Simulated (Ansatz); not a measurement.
# FHNO: the cost of one run

Computed with Ansatz 0.2.0 (the levels named in each step, unless a step's input says otherwise).

**1. The system as given**

Bond lengths: N2–O3 1.156 Å, F1–H4 0.942 Å.

Coordinates:

```xyz
4

F    -0.9012    0.8594    1.5202
N     0.0744   -0.2532   -0.9161
O     1.0562   -0.8605   -0.9749
H    -0.6291    0.5173    0.6859
```

**2. Relaxation, HF/STO-3G**

input.yaml

```yaml
crystal:
  periodic: [false, false, false]
  atoms:
    - { symbol: F, position_ang: [-0.90122367, 0.85942662, 1.52015438] }
    - { symbol: "N", position_ang: [0.07442023, -0.25324085, -0.91607167] }
    - { symbol: O, position_ang: [1.0561601, -0.86046759, -0.974871] }
    - { symbol: H, position_ang: [-0.62907666, 0.51732182, 0.6859183] }
magnetization:
  spin_polarized: true
  initial_magnetization: 1
basis:
  gaussian: { orbitals: STO-3G }
hamiltonian:
  xc: hf
relax:
  f_tol: 0.002
  max_steps: 150
```

Command:

```bash
> ansatz run input.yaml --threads 2 --pin off --max-ram 5120MiB --backend cpu --events-out ev --progress --plain --runs-dir out
```

Q: Estimate wall time and peak memory on 2 threads of Intel Xeon Platinum 8259CL at 2.50GHz (Skylake/Cascade Lake), shared host.

About 6 s, with a peak of 0.12 GiB.
